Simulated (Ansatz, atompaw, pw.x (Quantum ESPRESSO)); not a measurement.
## Li (diamond): variants of one PAW (atompaw) potential in the solid

atompaw 4.2.0.5 input, output lines left out:

```
Li 3
GGA-PBESOL scalarrelativistic loggrid 1500 logderivrange -2 5 176
2 2 0 0 0 0
2 0 1
2 1 0
0 0 0
c
v
v
1
3.00 2.55 2.25 2.00
y
0.15
n
y
0.45
n
custom polynom vanderbiltortho besselshape
bessel
3.00
3.00
3.00
3.00
```

Crystal test: diamond Li in pw.x 7.5, no spin, 8³ k-points, Fermi–Dirac smearing 0.01 Ry, cutoffs set for each file from its atomic test. The reference is all-electron LAPW (Ansatz 0.2.0) with the same functional, mesh and smearing; V0 and B0 come from Birch–Murnaghan fits to the pressures at five volumes. Errors are pseudo minus all-electron; Δ is the rms difference of the E(V) curves that follow from these fits, minima aligned, over ±6 % about the mean V0. Mesh and smearing are coarse, so the numbers serve the comparison and aren't converged zero-temperature values; the lattice is a test structure that the element need not adopt.

All-electron: a0 = 5.914 Å (V0 = 25.86 Å³/atom), B0 = 5.4 GPa.

Base: The largest radius (3.00 bohr) exceeds half the bond length (2.42 bohr), so the spheres overlap, which is one possible source of error among others.

1 further variants are left out: they gave no file fit for a test, a broken result, the same result as the base, or pressures whose basis-set error rivals the error shown.

| change | cutoffs (Ry) | pw.x | a0 (Å) | a0 error (%) | B0 error (%) | Δ (meV/atom) | mean pressure error (GPa) |
| --- | --- | --- | --- | --- | --- | --- | --- |
| base | 40/400 | converged | 5.933 | +0.32 | +0.6 | 0.3 | +0.05 |
| local potential bessel scheme, radius 2.80 bohr | 40/400 | converged | 5.952 | +0.64 | +1.4 | 0.6 | +0.11 |
| core correction smooth core density matched at 2.70 bohr | 40/400 | converged | 5.933 | +0.31 | +0.6 | 0.3 | +0.05 |
| all radii scaled by about 0.90 (s 2.70, p 2.70 bohr); local potential bessel scheme, radius 2.02 bohr; augmentation besselshape compensation charge, radius 2.28 bohr; PAW radius 2.70 bohr; waves and projectors: custom polynom vanderbiltortho; core correction smooth core density matched at 1.80 bohr | 40/400 | converged | 5.929 | +0.25 | +0.5 | 0.2 | +0.04 |

(1) Give the row for: wave 2p (bound): rc 3.00 bohr becomes 2p (bound): rc 2.18 bohr.

Results:

(1) pw.x: converged; mean pressure error (GPa): +0.05; a0 (Å): 5.933; a0 error (%): +0.32; B0 error (%): +0.9; Δ (meV/atom): 0.3.
